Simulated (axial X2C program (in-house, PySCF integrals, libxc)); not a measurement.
# ClSiCl⁻: bond lengths and stretches, held linear

One table from this session's results is given with a row withheld; the runs are named, their logs left out.

The runs use an in-house X2C program for linear molecules on PySCF integrals; all-electron X2C, two-component (2c) or spin-free, Cl dyall-av3z, Si dyall-v3z.

All values are calculated.

2 further runs of the same task are left out: 2 set aside as unsound or not needed.

The first run:

task.json

```json
{"zs": [17, 14, 17], "q": -1, "bas": ["dyall-av3z", "dyall-v3z", "dyall-av3z"], "r0": [2.15, 2.15], "symm": 1, "scan": ["PBE0", "HF", "B3LYP"], "levels": ["PBE0", "HF", "TPSSh"], "nst": 2}
```

Keys: zs atomic numbers; q charge; bas basis sets; r0 starting distance in Å; symm equal bonds; scan levels of the two-bond scan; levels methods; nst determinants followed.

Started as:

```console
> python solin.py task.json out
```

Masses Cl 34.969, Si 27.977, Cl 34.969 u.

Among the steps run: Scan at PBE0, 2c; Scan at B3LYP, 2c; Scan at PBE0, spin-free.

One of the session's tables, all rows but one given; the rest of the session is left out.

```
           level  upper stretch (cm⁻¹)
        PBE0, 2c                     ?
       B3LYP, 2c                 206.3
 PBE0, spin-free                 227.5
B3LYP, spin-free                 206.3
```

**Question.** Estimate the row for PBE0, 2c.

**Answer.** upper stretch (cm⁻¹): 227.6. In the column «upper stretch (cm⁻¹)» it is the highest.

Scans not shown above were run alike.

Limits of these values: For an anion the highest level of a functional can be positive, and the basis then holds the extra electron. The molecule was held linear; bending was not examined, so a bent shape may lie lower. Note: functional without a current term on a determinant with orbital currents, of the molecule or an atom.
